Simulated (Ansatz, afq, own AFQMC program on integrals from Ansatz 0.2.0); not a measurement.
# B2H⁺, triplet in cc-pVDZ, levels against full CI

```yaml
atoms:
  - { symbol: B, position_ang: [0.0000, 0.0000, 0.1151] }
  - { symbol: B, position_ang: [0.0000, 0.0000, -1.4076] }
  - { symbol: H, position_ang: [0.0000, 0.0000, 1.2925] }
```

Connectivity, by distances: BH–B.

Basis cc-pVDZ. Only valence electrons are correlated. Integrals, coupled cluster, full CI and functionals: Ansatz 0.2.0; the random walks run on the same integrals in our own AFQMC program. ph-AFQMC/CISD is guided by a CISD state made of CCSD amplitudes; releasing the constraint for a short imaginary time cuts its bias at the price of noise, slowly where states lie close. Uncertainties: one standard error, sampling alone.

Determinant: UHF, the one that the program's search chose, which needn't be the lowest solution. The geometry is a PBE0/def2-TZVP stationary point of this or a neighbouring charge and spin state.

Full CI on the same integrals is exact in this basis and with this determinant's frozen core.

```
T1 diagnostic                               : 0.0166
weight of the determinant in the CISD state : 0.933
⟨S²⟩ of the determinant                     : 2.003
size of the correlated space                : 6 electrons in 31 orbitals
```

```
  level  correlation energy (eV)
    MP2                  -2.0587
   CCSD                  -2.7442
CCSD(T)                  -2.8043
```

(1) Estimate where full CI lies against CCSD(T) on the same integrals.

(1) 0.55 kcal/mol below CCSD(T).

Reference: full CI, correlation energy -2.828 eV. The released energy is read at 2.40 1/Eh (meV from the phaseless value at times in 1/Eh: -1.2 ± 1.1 at 0.24, -2.8 ± 1.0 at 0.51, -3.3 ± 0.9 at 0.99, -4.1 ± 0.9 at 1.62, -4.9 ± 1.0 at 2.40).

```
         level  E − E(reference) (kcal/mol)  share of correlation (%)
       CCSD(T)                         0.55                     99.16
         CCSDT                         0.06                     99.91
      CCSDT(Q)                         0.01                     99.98
        CCSDTQ                         0.00                    100.00
 ph-AFQMC/CISD                  0.12 ± 0.04                     99.82
released AFQMC                  0.01 ± 0.02                     99.99
```

CCSDT and higher add their correlation energy to the determinant of the CCSD(T) run, since their own runs factorise the integrals more tightly (a shift of under 2 meV). A walk keeps the symmetry of its determinant, which the program's search chose and which needn't be the lowest solution, so a lower state of the same spin and another symmetry isn't excluded. Released energies are given only where the last usable release times agree within the noise; a slower fall can still hide under it.
